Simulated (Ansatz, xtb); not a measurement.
# Relaxing a trial structure of C3H5ClF+

The starting geometry of this gas-phase singlet was built from a drawn formula by distance geometry and a force field; its bonds are those of `[CH2+][C@H](Cl)CF`.

```xyz
10

C     0.0850    1.4856   -0.3622
C     0.2468    0.2656    0.5095
C    -1.0649   -0.2754    1.0627
Cl    1.0610   -1.0053   -0.4388
F    -1.6138    0.6350    1.9246
H    -0.7437    2.1797   -0.0905
H     0.8092    1.7583   -1.0820
H     0.9293    0.5554    1.3466
H    -1.8172   -0.4932    0.2829
H    -0.8513   -1.2385    1.6810
```

Q: Predict what it relaxes into with r2SCAN-D4/def2-SVP.

A: It rearranges to `C[C+](Cl)CF`. Contacts that open: C2–H8 (1.12 → 2.07 Å). Contacts that close: C1–H8 (2.12 → 1.11 Å).

The energy falls by 2.11 eV over 20 steps:

```json
{"step": "1", "E − E(last) (eV)": "2.115"}
{"step": "3", "E − E(last) (eV)": "1.803"}
{"step": "5", "E − E(last) (eV)": "1.585"}
{"step": "7", "E − E(last) (eV)": "1.123"}
{"step": "9", "E − E(last) (eV)": "0.484"}
{"step": "12", "E − E(last) (eV)": "0.025"}
{"step": "14", "E − E(last) (eV)": "0.004"}
{"step": "16", "E − E(last) (eV)": "0.001"}
{"step": "18", "E − E(last) (eV)": "0.000"}
{"step": "20", "E − E(last) (eV)": "0.000"}
```

Final geometry (Å):

```xyz
10

C     0.3761    1.4085    0.0600
C    -0.0232    0.0228    0.1518
C    -1.0989   -0.3909    1.0797
Cl    0.6928   -1.1552   -0.7631
F    -1.5867    0.6686    1.7559
H    -0.5364    2.0091   -0.1503
H     1.1795    1.6109   -0.6562
H     0.6304    1.7546    1.0863
H    -1.8983   -0.8996    0.4957
H    -0.6950   -1.1615    1.7740
```

From the same start GFN2-xTB reaches the same bonding as this run.

The end wasn't checked by frequencies. Run with Ansatz 0.2.0, 50 s on 2 threads of Arm Neoverse V1, with other jobs on the host.
